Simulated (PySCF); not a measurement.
# Threshold energies of CO in a plasma

CCSD(T) in PySCF with def2-TZVPPD on every atom, for the lowest determinant that a PBE0 search found; no spin–orbit coupling.

```json
{"species": "CO", "state (unpaired electrons)": "singlet (closed shell)", "Re (Å)": "1.135", "ωe (cm⁻¹)": "2150", "energy of the minimum from the neutral (eV)": "0.00", "De (eV)": "10.91", "dissociates to": "C + O"}
{"species": "CO⁺", "state (unpaired electrons)": "doublet (π ↑)", "Re (Å)": "1.251", "ωe (cm⁻¹)": "1549", "energy of the minimum from the neutral (eV)": "16.38", "De (eV)": "5.70", "dissociates to": "C⁺ + O"}
```

Problem. Work out the lowest energy to break CO into atoms, from its vibrational ground state.

Solution. D0 = De − ωe/2 = 10.91 − 0.13 = 10.78 eV (CCSD(T)/def2-TZVPPD).

Problem. Work out the ionisation energy of the C atom at this level and the threshold of dissociative ionisation.

Solution. IE(C) = 16.38 + 5.70 − 10.91 = 11.17 eV, so C⁺ + O + e⁻ appears at D0 + IE(C) = 21.95 eV (CCSD(T)/def2-TZVPPD). The measured IE(C) is 11.26 eV (NIST ASD).

These are thermodynamic thresholds; the onsets seen under electron impact lie higher where the geometry changes, and cross-sections peak well above them.

Correlated steps freeze 2 core orbitals. For an ion De counts to the pair picked by the measured ionisation energies or electron affinities, which need not be the lowest pair at this level. Where the molecule has an RHF reference, its open-shell atoms are computed with UHF. States were picked by a PBE0 search and need not be the measured ground states.
